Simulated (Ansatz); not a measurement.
Worked example: correlation energy of AsH₂, doublet

Geometry: a PBE0/def2-TZVP stationary point for this spin, not checked as a minimum.

```tsv
atom	x (Å)	y (Å)	z (Å)
As	0.0000	-0.0281	0.0000
H	0.0000	1.0445	-1.0859
H	0.0000	1.0445	1.0859
```

Basis cc-pVTZ; Ansatz 0.2.0. Only valence electrons are correlated (noble-gas cores and the filled d shells of p-block atoms frozen), which leaves 7 electrons in 57 orbitals. R marks a restricted (for open shells ROHF) determinant, U an unrestricted one. No spin–orbit coupling is included, and no scalar relativity.

Full CI isn't at hand for all of this; UCCSDT(Q) serves as the reference, and is uncertain by about the last step of the cluster series.

Runs differ by some tens of microhartree through their thresholds and, for an open shell, their frozen cores, so steps under 0.03 kcal/mol mean nothing.

```json
{"level": "UHF", "total energy (hartree)": "-2235.384935"}
{"level": "UMP2", "total energy (hartree)": "-2235.510501"}
{"level": "UCCSD", "total energy (hartree)": "-2235.535066"}
{"level": "UCCSD(T)", "total energy (hartree)": "-2235.539752"}
{"level": "UCCSDT", "total energy (hartree)": "-2235.540523"}
{"level": "UCCSDT(Q)", "total energy (hartree)": "-2235.540671"}
```

What is the correlation energy at UCCSDT(Q), and what share of it do UMP2 and UCCSD(T) recover?

E(corr) = -2235.540671 − (-2235.384935) = -0.155736 hartree = -4.238 eV. UMP2: -0.125566 / -0.155736 = 80.63 %. UCCSD(T): -0.154817 / -0.155736 = 99.41 %.

By how many kcal/mol does UCCSD(T) miss UCCSDT(Q) (1 hartree = 627.509 kcal/mol), and which steps make up the rest?

-2235.539752 − (-2235.540671) = 0.000919 hartree = 0.58 kcal/mol. Steps: UCCSDT − UCCSD(T) = -0.48, UCCSDT(Q) − UCCSDT = -0.09 kcal/mol. That is within 1 kcal/mol of the reference in this basis, which itself misses far more of the correlation at the basis-set limit.
